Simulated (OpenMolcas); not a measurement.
**A ladder of methods for SiH4S (SMILES [H][Si]([H])([H])S)**

SiH4S has 6 atoms, charge 0, and is taken as a singlet. As SMILES, `[H][Si]([H])([H])S`. The shape is that of a GFN2-xTB optimisation.

```xyz
6

Si    0.2012   -0.0145   -0.5446
S     0.2537    0.0198    1.6015
H    -1.0568    0.0599    1.7952
H     1.6060   -0.0207   -0.9100
H    -0.5032    1.1806   -0.9902
H    -0.5009   -1.2251   -0.9520
```

Quantity: the energy change with the Si1–H4 bond stretched from 1.452 to 2.177 Å, in eV. The values are calculated.

```tsv
level	kind	program	value (eV)	CPU time (all runs)
SVWN5/STO-3G (restricted)	LDA	OpenMolcas	2.91	9.2 s
r2SCAN/STO-3G (restricted)	meta-GGA	OpenMolcas	3.01	12 s
B3LYP/STO-3G (restricted)	global hybrid	OpenMolcas	3.01	10 s
M06-2X/STO-3G (restricted)	hybrid meta-GGA	OpenMolcas	?	12 s
PBE0/STO-3G (restricted)	global hybrid	OpenMolcas	?	9.8 s
MP2/STO-3G (restricted)	perturbation theory	OpenMolcas	3.30	3.4 s
CISD/STO-3G (restricted)	coupled cluster or CI	OpenMolcas	2.97	3.7 s
FCI/STO-3G	exact in the basis	OpenMolcas	2.79	100 s
```

Estimate the missing values from the other rows.

As computed at these levels: M06-2X/STO-3G (restricted): 3.26 eV; PBE0/STO-3G (restricted): 3.13 eV. The first shape isn't each level's own minimum. The values span 2.79 to 3.30 eV. All rows use very small basis sets, so even the best lies far from the true value. Times are those of the runs behind each value, whatever else they computed, on shared processors of several kinds: orders of magnitude only.
